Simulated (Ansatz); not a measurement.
**Which method gave which barrier?**

Saddle point of Si$_{2}$H$_{8}$O, singlet (Si₂H₆ ([SiH3][SiH3]) + H₂O → Si₂H₆O ([OH][SiH2][SiH3]) + H₂; bonds formed: Si1–O7, H2–H6; bonds broken: Si1–H2, H6–O7), PBE0-D4/def2-TZVP structure:

| atom | x (Å) | y (Å) | z (Å) |
| --- | --- | --- | --- |
| Si1 | -0.4757 | -0.0364 | -0.5155 |
| H2 | 1.1538 | 0.5620 | -0.9039 |
| H3 | -0.4832 | -0.7532 | -1.8185 |
| H4 | -1.9435 | 0.0325 | -0.1633 |
| Si5 | 0.5137 | -1.1914 | 1.2544 |
| H6 | 0.5491 | 1.5643 | -0.9540 |
| O7 | -0.4751 | 1.8344 | -0.6206 |
| H8 | 0.8894 | -0.2023 | 2.3032 |
| H9 | -0.3939 | -2.1982 | 1.8727 |
| H10 | 1.7525 | -1.8675 | 0.7846 |
| H11 | -1.0870 | 2.2556 | -1.2391 |

Ansatz 0.2.0; basis: def2-TZVPP, with def2-QZVPP for the basis limit; cores frozen in the correlated methods. Extrapolation: Hartree–Fock as exp(−7.88 √X), correlation as X^−2.97. Four methods, as single points on the PBE0-D4 structures, gave these electronic barriers from the start structure: 149.3, 155.5, 169.8, 231.3 kJ/mol.

(1) The methods were, in alphabetical order, BLYP-D4, HF, MP2, r2SCAN-D4. Which gave which? (Judge from chemistry; the calculation decides.)

No T1 diagnostic of these runs exceeds 0.014. The start structure is not quite a true minimum (one mode of 35i cm⁻¹).

Answers

(1) By the calculation: r2SCAN-D4 149.3; BLYP-D4 155.5; MP2 169.8; HF 231.3 kJ/mol. For comparison, CCSD(T) at an estimated basis limit (MP2 extrapolated from triple and quadruple zeta, plus CCSD(T) − MP2 in triple zeta) gives 173.7 kJ/mol.

Labels in which every atom is bracketed show which atoms are joined, not bond orders.

For scale, one of the runs: CCSD(T)/def2-TZVPP, 227 basis functions, launched by `ansatz run in.yaml --threads 4 --pin off --events-out ev --progress --plain --max-ram 9574MiB`. Hardware: 4 CPU threads of an Intel Xeon, shared host. Wall time 99 s; peak host memory 3.5 GiB.
